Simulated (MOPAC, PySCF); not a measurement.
The scaffold vinyl-X carries different groups X. All species are isolated molecules in the gas phase. One relaxed conformer stands for each flexible species; it need not be the lowest. Strings in code marks are SMILES.

Quantity: vertical ionisation energy (energy after one electron is removed minus that of the parent at the parent's geometry), in eV.

Level 1: B3LYP/6-31G* // B3LYP-D3(BJ)/def2-TZVP (PySCF)
Level 2: PBE/6-31G* // B3LYP-D3(BJ)/def2-TZVP (PySCF)
Level 3: minus the HOMO energy of PM7 // B3LYP-D3(BJ)/def2-TZVP (MOPAC)
Level 4: minus the HOMO energy of TPSSh-D3(BJ)/def2-TZVP // B3LYP-D3(BJ)/def2-TZVP (PySCF)

| species | level 1 | level 2 | level 3 | level 4 |
|---|---|---|---|---|
| `C=COC` (C–C–O–C torsion 178°) | 8.55 | 8.43 | 9.38 | 5.81 |
| `C=CBr` | 9.61 | 9.49 | 9.98 | 6.82 |
| `C=CN` | 8.11 | 8.05 | 8.89 | 5.32 |
| `C=CCl` | 9.85 | 9.76 | 10.48 | 6.92 |
| `C=C` | 10.39 | 10.48 | 10.78 | 7.20 |
